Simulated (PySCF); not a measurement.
Spin states of LiB

Unrestricted PBE0; PySCF, no relativity, basis sets Li 3-21G, B 3-21G. Outer shells of the fragments: Li 2s1; B 2s2 2p1.

Followed along the bond (rough minima from three points):

```
2Ms+1  unpaired  ⟨S²⟩ at the start  R at minimum (Å)  Te (eV)
    3  σ ↑, π ↑               2.00              2.19     0.00
    1  σ ↑, π ↓               1.00              2.21     0.34
    1      none               0.14              2.48     0.52
    3      π ↑↑               2.01              2.01     0.54
    1      π ↑↓               1.00              2.01     0.82
```

Solutions found at the starting distance of 2.100 Å, counted from the lowest of them; the search is not exhaustive and high or unbound solutions are not listed, so other states can lie among these:

| 2Ms+1 | unpaired | term | E (eV) | ⟨S²⟩ | ⟨Lz²⟩ | μ (D) |
| --- | --- | --- | --- | --- | --- | --- |
| 3 | σ ↑, π ↑ | ³Π | 0.00 | 2.00 | 1.00 | -5.05 |
| 1 | σ ↑, π ↓ | mixed | 0.35 | 1.00 | 1.00 | -5.09 |
| 3 | π ↑↑ | ³Σ⁻ | 0.54 | 2.01 | 0.00 | -4.85 |
| 1 | none | ¹Σ⁺ | 0.79 | 0.14 | 0.00 | -3.02 |
| 1 | π ↑↓ | mixed | 0.82 | 1.00 | 2.00 | -4.60 |
| 1 | none | mixed | 1.59 | 0.00 | 2.00 | -3.78 |

A term symbol is given only where ⟨S²⟩ and ⟨Lz²⟩ are close to those of a pure state; real π, δ and φ orbitals otherwise mix terms. A positive dipole means Li(−)B(+).

3-21G is very small, so such numbers show the basis as much as the molecule.
